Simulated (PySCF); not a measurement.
## How methods differ on the electron affinity of P

P⁻ [Ne] 3s2 3p4 (3P) → P [Ne] 3s2 3p3 (4S), as a difference of total energies. Computed with PySCF 2.14 in aug-cc-pV(Q+d)Z (7s6p5d3f2g, 89 functions), with no relativity, point nucleus. Correlated levels: valence: [Ne] frozen. The calculations carry no spin-orbit coupling.

| method | electron affinity (eV) | plus first-order spin-orbit estimate | error of that sum (eV) |
| --- | --- | --- | --- |
| UHF | -0.323 | -0.311 | -1.058 |
| MP2 (valence) | 0.542 | 0.554 | -0.193 |
| SCS-MP2 (valence) | 0.628 | 0.640 | -0.107 |
| CCSD (valence) | 0.616 | 0.628 | -0.119 |
| CCSD(T) (valence) | 0.689 | 0.701 | -0.046 |

Reference: 0.747 eV (measured; photodetachment measurements, as compiled on the Wikipedia data page of electron affinities).

A first-order spin-orbit estimate (lowest level to lowest level, LS coupling) adds 0.012 eV.

Errors of the correlated levels include the incompleteness of this basis and the frozen core.

A negative affinity means that the anion lies above the atom at that level of theory.
